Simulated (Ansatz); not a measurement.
Zinc-blende HgS (metastable phase), treated with Hartree–Fock in Ansatz (plane waves, PAW).

Run with plane-wave cutoff 460 eV, 8×8×8 k mesh, Fermi–Dirac smearing 0.01 eV, scalar-relativistic PAW data made under PBE.

Properties against volume:

| V (Å³/atom) | P (GPa) | direct gap at Γ (eV) |
|---|---|---|
| 26.436 | 3.34 | 6.384 |
| 27.132 | 1.55 | 6.315 |
| 27.739 | 0.18 | 6.254 |
| 28.523 | -1.35 | 6.175 |
| 29.219 | -2.54 | 6.104 |

A straight line through the gaps at Γ against ln V gives a volume deformation potential dE_g(Γ)/d ln V of -2.8 eV: the gap at Γ widens under compression.

Note: the cell is over a tenth larger than the published one (another phase or state, or a fault of the published cell, is possible).

Spin–orbit coupling is not included.

Ansatz is an electronic-structure program.
